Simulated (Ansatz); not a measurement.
A made-up structure of AlH₂O₂ (charge -1), closed shell:

O1  (-1.239, -1.212, 1.253)
Al2  (-0.392, -0.344, 0.160)
O3  (0.983, 0.720, 0.433)
H4  (-0.643, -0.272, -1.457)
H5  (-1.566, -1.254, 2.165)
(Å)

It is relaxed with PBE-D4/def2-SVPD and then PBE0-D4/def2-TZVPD (Ansatz 0.2.0). Atoms count as bonded within 1.22 times the sum of their covalent radii (H–H: 0.88 Å). The end point is not checked to be a true minimum.

**Question.** Does its bonding change? (A judgement: the text doesn't fix the answer.)

**Answer.** By the calculation: No: no bond forms or breaks.

Where it ends: The first stage lowers the energy by 0.80 eV in 10 steps. It ends as AlH₂O₂ ([O][AlH][OH]), total charge -1:
```
5
angstrom
O -1.4469 -1.1865 1.0953
Al -0.3164 -0.2439 0.1311
O 0.9375 0.6416 0.7013
H -0.7978 -0.4555 -1.4029
H -1.2333 -1.1171 2.0283
```

Labels in which every atom is bracketed show which atoms are joined, not bond orders.

For scale, one of the runs: PBE0-D4/def2-TZVPD relaxation, 141 basis functions, launched by `ansatz run in.yaml --threads 2 --pin off --events-out ev --progress --plain --max-ram 4352MiB`. The run took about 32 s on 2 CPU threads of an Intel Xeon (shared host).
